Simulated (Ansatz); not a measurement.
We consider zinc-blende HgS (metastable phase), described by PBE (PAW; Ansatz, a first-principles code).

Numerical settings: plane-wave cutoff 520 eV, 20×20×20 k mesh, Fermi–Dirac smearing 0.05 eV, perturbation theory, scalar-relativistic PAW data made under PBE.

The cell has the measured lattice: a = 5.8410 Å, b = 5.8410 Å, c = 5.8410 Å, α = 90.00°, β = 90.00°, γ = 90.00°.

**Question.** Estimate the TO(Γ) frequency that the calculation returns.

**Answer.** 
* **TO(Γ) frequency**: 183 cm⁻¹

Measured, for comparison: zone-centre TO phonon frequency 177 cm⁻¹ (temperature not stated, no zero-point or thermal correction; as tabulated in Szuszkiewicz, Witkowska, Jouanne, Raman spectroscopy of cubic HgS:Fe, Acta …). Computed (rounded) less measured: zone-centre TO phonon frequency +3 %.

Note: the solid has no gap at this level, which affects its response; the cell isn't this level's own, so it is under some stress, which shifts stiffness and frequencies.

Spin–orbit coupling is not included; it can shift volumes and moduli of such heavy elements.

The result took roughly 18 core-minutes.
